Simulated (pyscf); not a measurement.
Optimised with ωB97X-D3(BJ)/def2-SVP in PySCF. MP2 and CC: frozen core, UHF for open shells. ΔMP2 is the change of the MP2 total energy from the triple- to the quadruple-zeta basis.

Task: HC≡CH + CH₄ → H₂C=CH–CH₃
Surface: singlet. Broken: C–H. Formed: C–C, C–H. Give ΔE‡ and ΔE from CCSD(T)/def2-TZVPP + ΔMP2(QZVPP), relative to the separated reactants.

Result: ΔE‡ = 82.0 kcal/mol, ΔE = -35.7 kcal/mol. Zero-point energy shifts the barrier by +0.3 kcal/mol. It is an addition across a multiple bond or ene-type step, with an imaginary mode of 1279i cm⁻¹. At the saddle there is also a short C–H contact that neither side keeps. One saddle was located; it need not be the lowest between these sides. The CCSD(T) − MP2 part came from Ansatz, without density fitting, on the same reference.
